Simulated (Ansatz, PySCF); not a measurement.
DMSO cation (C2H6OS), SMILES S(C)(C)=O (connectivity only; charge and spin as stated), charge +1, multiplicity 2. Atoms are numbered in the order given.

```xyz
10

C     -1.3194     0.6527    -0.8009
S      0.0187    -0.3523    -0.1149
C      1.5555     0.5997    -0.1668
O     -0.3009    -0.7649     1.2996
H     -2.2330     0.0496    -0.6951
H     -1.0834     0.8333    -1.8601
H     -1.3790     1.5862    -0.2211
H      1.3982     1.5356     0.3905
H      2.3178    -0.0337     0.3099
H      1.7942     0.7793    -1.2255
```
Charge +1, spin multiplicity 2.

Geometry optimised at B3LYP-D3(BJ)/def2-SVP. The multiplicity is an assumed one; other spin states were not compared.

Two levels are set side by side: PBE-D3(BJ)/def2-SVP (Ansatz, a first-principles code) and B3LYP-D3(BJ)/def2-SVP (Ansatz). Each level has its own optimised geometry; the coordinates shown are those of the second. Frequencies come from the Hessian of PySCF at each geometry. Differences are taken from unrounded values.

```tsv
quantity	B3LYP-D3(BJ)
mean bond length (Å)	1.303
bond C1–S2 (Å)	1.809
bond S2–C3 (Å)	1.809
bond S2–O4 (Å)	1.508
bond C1–H5 (Å)	1.100
bond C1–H6 (Å)	1.100
bond C1–H7 (Å)	1.101
bond C3–H8 (Å)	1.101
bond C3–H9 (Å)	1.100
bond C3–H10 (Å)	1.100
highest harmonic wavenumber (cm⁻¹)	3181
mean harmonic wavenumber (cm⁻¹)	1430
zero-point energy (kcal/mol)	49.07
```

What does PBE-D3(BJ) give, and how far is it from B3LYP-D3(BJ)? (The exact figures need the calculation; the answer reports its results.)


```
quantity                            PBE-D3(BJ)  PBE-D3(BJ) minus B3LYP-D3(BJ)
----------------------------------  ----------  -----------------------------
mean bond length (Å)                     1.308                          0.005
bond C1–S2 (Å)                           1.805                         -0.004
bond S2–C3 (Å)                           1.805                         -0.004
bond S2–O4 (Å)                           1.509                          0.001
bond C1–H5 (Å)                           1.108                          0.008
bond C1–H6 (Å)                           1.108                          0.008
bond C1–H7 (Å)                           1.110                          0.009
bond C3–H8 (Å)                           1.110                          0.009
bond C3–H9 (Å)                           1.108                          0.008
bond C3–H10 (Å)                          1.108                          0.008
highest harmonic wavenumber (cm⁻¹)        3120                            -62
mean harmonic wavenumber (cm⁻¹)           1393                            -37
zero-point energy (kcal/mol)             47.79                          -1.28
```

Exact exchange shortens and stiffens bonds; PBE has none. Differences between two approximate levels are no errors against the true value.
